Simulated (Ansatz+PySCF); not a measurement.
The numbers below are computed, except where a source is named.
# Several solutions for triplet HO2F in separate pieces

```xyz
4

O     0.0000    0.0000   -2.1389
O     0.0000    0.0000    2.1389
H    30.0000    0.0000   -0.8282
F    30.0000    0.0000    0.0920
```

Basis set: 6-31G (spherical functions). Charge 0, multiplicity 3.

CASSCF(2,2) was run from several starts with Ansatz (development build ahead of 0.2.0) and PySCF 2.14.0. The starts are those of the Hartree–Fock orbitals from which the active space was taken at the frontier.

```tsv
run	program	start	converged	energy (hartree)	<S²>
A	Ansatz	atomic start, no search	yes	-249.17222	2.00
B	Ansatz	search for the lowest state	yes	-249.41771	2.00
C	Ansatz	stability test followed	yes	-249.17225	2.00
D	PySCF	program defaults	yes	-249.12232	2.00
```

Problem. Which runs reached the lowest solution of this kind, and what is wrong with the others?

Solution. B reached the lowest solution found. Converged but too high: A by 6.68 eV, C by 6.68 eV, D by 8.04 eV. Convergence only shows a stationary point; in CASSCF the end hangs on which orbitals enter the active space. Caution: other starts end on other solutions of this active space.
